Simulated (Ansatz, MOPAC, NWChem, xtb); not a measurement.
**How methods differ on BOF (fluoro(oxo)borane)**

BOF, singlet, SMILES `O=BF`. Each level relaxes the structure for itself.

Quantity: the highest harmonic wavenumber at each level's own minimum, in cm⁻¹. The values are calculated.

| level | kind | program | value (cm⁻¹) |
| --- | --- | --- | --- |
| GFN2-xTB | semi-empirical | xtb | 2228 |
| MNDO | semi-empirical | MOPAC | 2382 |
| MNDOD | semi-empirical | MOPAC | 2382 |
| PM6-DH2 | semi-empirical | MOPAC | 2011 |
| HF/6-31G* (Cartesian functions) | Hartree–Fock | Ansatz | 2310 |
| SVWN5/6-31G* (spherical functions) | LDA | NWChem | 2137 |
| PBE0/6-31G* (spherical functions) | global hybrid | NWChem | 2168 |
| B3LYP/6-31G* (Cartesian functions) | global hybrid | Ansatz | 2167 |
| MP2/6-31G* (Cartesian functions) | perturbation theory | Ansatz | 2137 |

Harmonic and unscaled. The values span 2011 to 2382 cm⁻¹.
